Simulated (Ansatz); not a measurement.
A nudged elastic band was laid between two geometries of AlClH2 + H (5 atoms, charge 0, multiplicity 2).

Method: UKS LDA/def2-SVP in Ansatz.

```yaml
movable_images: 6
climbing_image: no
spring: 5.0 eV/Å²
optimiser: quadratic models (default)
start_path: through a guess of the saddle point
force_threshold: 0.05 eV/Å
iteration_limit: 60
end_points: relaxed
```

First end point:

```xyz
5
Properties=species:S:1:pos:R:3
Al -0.001 0.000 -0.051
Cl -0.005 0.004 2.051
H 1.421 -0.001 -0.773
H -1.419 -0.001 -0.779
H 0.005 -0.002 4.622
```

Last end point:

```xyz
5
Properties=species:S:1:pos:R:3
Al 0.000 0.000 -0.149
Cl 0.000 0.000 2.936
H 1.388 0.000 -0.990
H -1.388 0.000 -0.990
H -0.001 0.001 4.263
```

Which bonds break or form, and what moves?

Bonds broken: Al1–Cl2. Bonds formed: Cl2–H5. AlClH2 + H becomes AlH2 + ClH.

Give the energies along the band, and the barrier.

The forces met the threshold. The highest image is number 5 of 0 to 7, 14.2 kcal/mol above the first end and 0.3 kcal/mol above the last; the last end lies 13.9 kcal/mol above the first. No image climbed, so the highest image needn't sit at the top of the path.

| image | path coordinate (Å) | energy (kcal/mol) | Al1–Cl2 (Å) | Cl2–H5 (Å) |
| --- | --- | --- | --- | --- |
| 0 | 0.00 | 0.0 | 2.10 | 2.57 |
| 1 | 0.20 | 0.3 | 2.10 | 2.34 |
| 2 | 0.41 | 1.7 | 2.12 | 2.09 |
| 3 | 0.61 | 6.8 | 2.23 | 1.82 |
| 4 | 0.82 | 13.2 | 2.44 | 1.56 |
| 5 | 1.02 | 14.2 | 2.69 | 1.39 |
| 6 | 1.23 | 14.0 | 2.90 | 1.35 |
| 7 | 1.43 | 13.9 | 3.09 | 1.33 |

What is the geometry of the highest image?


```xyz
5
Properties=species:S:1:pos:R:3:forces:R:3
Al 0.000 0.000 -0.008 0.00 0.00 -0.04
Cl 0.000 0.000 2.682 0.00 0.00 0.04
H 1.395 0.000 -0.838 -0.02 0.00 0.02
H -1.394 0.000 -0.838 0.02 0.00 0.02
H 0.000 0.000 4.072 0.00 0.00 -0.03
```

Time of the run: 30 s on 1 thread of Arm Neoverse V1, with other jobs on the host, peak memory 0.1 GiB.
